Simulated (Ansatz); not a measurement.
Frontier orbitals of C₄H₅N, SMILES `C=CCC#N`.

```xyz
10

C     0.685   -1.501    0.314
C    -0.289   -0.613    0.207
C    -0.064    0.871    0.204
C    -0.616    1.512   -0.983
N    -1.061    2.005   -1.920
H     1.725   -1.201    0.391
H     0.477   -2.564    0.327
H    -1.323   -0.937    0.121
H     1.004    1.098    0.261
H    -0.539    1.331    1.078
```

The species carries charge 0 and has multiplicity 1. Geometry: relaxed with PBE0-D4/def2-TZVP. It is one conformer, not always the lowest. Basis def2-TZVPP, the Gaussian-basis code of Ansatz.

Orbital energies of one run (eV). Highest occupied ones, from the top: -7.35, -8.34, -8.43, -8.99, -9.69, -10.90, -11.93, -12.69, -13.70, -15.33, -19.37, -21.79, -23.85, -273.53. Empty: -1.27, 0.07, 0.22, 1.17, 1.90, 2.32.

(1) Which functional gave them?
A. r2SCAN0
B. CAM-B3LYP
C. r2SCAN
D. ωB97X-V

Results:

(1) C. HOMO energies: r2SCAN -7.35, r2SCAN0 -8.45, ωB97X-V -10.67, CAM-B3LYP -9.65 eV.
